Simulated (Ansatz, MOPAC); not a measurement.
Barrier height from H + FH to the transition structure FH2, without zero-point energy, on the benchmark's geometries as Psi4's copy of the set gives them.
Transition structure (charge 0, multiplicity 2):
| atom | x (Å) | y (Å) | z (Å) |
|---|---|---|---|
| H | 0.0000 | 0.0000 | 1.1372 |
| F | 0.0000 | 0.0000 | 0.0000 |
| H | 0.0000 | 0.0000 | -1.1372 |
Reactant (charge 0, multiplicity 1):
```xyz
2

F      0.0000     0.0000     0.0000
H      0.9154     0.0000     0.0000
```

Open shells are unrestricted; no spin–orbit coupling.

Correlated levels freeze the cores. The state that PM6 reach isn't checked.

Programs: Ansatz (Gaussian orbitals); MOPAC for PM6 (differences of heats of formation). Each number belongs to the level named beside it.

**Question.** Predict the barrier height from CCSD(T)/aug-cc-pVDZ.

**Answer.** 182 kJ/mol

**Question.** What barrier height does CAM-B3LYP/def2-TZVPPD give?

**Answer.** 141 kJ/mol

**Question.** What is the computed barrier height (PM6)?

**Answer.** 55 kJ/mol

Ansatz is a first-principles code.
